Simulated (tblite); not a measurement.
Species: PF2PH2, F2H2P2.
Geometry (GFN2-xTB, Å), atoms numbered from 1 in this order:
```
atom  x, y, z in Å
F1    -1.521   -0.990   -0.864
P2    -0.813    0.415   -0.472
F3    -1.695    0.624    0.872
P4     0.975   -0.422    0.487
H5     1.452    0.871    0.715
H6     1.604   -0.495   -0.759
```

Computed with GFN2-xTB (tblite): harmonic, unscaled wavenumbers at the GFN2-xTB geometry, gas phase. The method is semi-empirical: single wavenumbers can be off by several per cent or more. Modes of hydrogen on phosphorus can be 10 to 20 % off. One conformer, not necessarily the lowest.

Harmonic wavenumbers (cm⁻¹): 103.3, 199.3, 236.4, 337.4, 474.1, 692.5, 734.0, 746.1, 785.1, 1118.0, 2240.1, 2299.3.

A = 6905, B = 3340, C = 2666 MHz; mass 101.960 u (most abundant isotopes); point group Cs, symmetry number 1.

Problem. What is the zero-point energy?

Solution. ½Σν̃ = 4983 cm⁻¹ = 59.61 kJ/mol.

Problem. What is S at 350 K and 1 bar for an ideal gas of classical rigid rotors and harmonic oscillators?

Solution. Translation 169.86, rotation 111.04, vibration 52.01: S = 332.9 J/(mol K).

Problem. And Cp and H(350 K) − H(0)?

Solution. Cp = 88.39 J/(mol K), of which vibrations give 55.13 (their classical limit is 12 R = 99.8); H(350 K) − H(0) = 21.79 kJ/mol without the zero-point energy, 10.15 from vibrations.

Problem. What must be added to the electronic energy to get the Gibbs energy at 350 K and 1 bar?

Solution. ZPE + [H(350 K) − H(0)] − T·S = 59.61 + 21.79 − 116.52 = -35.12 kJ/mol.

Problem. Blend soft modes into free rotors: weight 1/[1 + (100 cm⁻¹/ν̃)⁴] for the oscillator and the rest for a rotor with moment μB/(μ + B), μ = h/(8π²ν), B = 10⁻⁴⁴ kg m². What vibrational entropy results?

Solution. 50.59 J/(mol K) in place of 52.01, which changes −T·S at 350 K by +0.50 kJ/mol.

Problem. Which modes carry the vibrational entropy at 350 K?

Solution. 103.3 cm⁻¹: 15.50; 199.3 cm⁻¹: 10.20; 236.4 cm⁻¹: 8.87; 337.4 cm⁻¹: 6.23; 474.1 cm⁻¹: 3.97; 692.5 cm⁻¹: 1.96 J/(mol K); the other 6 give 5.28 together.

Hindered rotation and anharmonicity are outside this model. Other conformers, if any are populated, would add a mixing term that is left out.
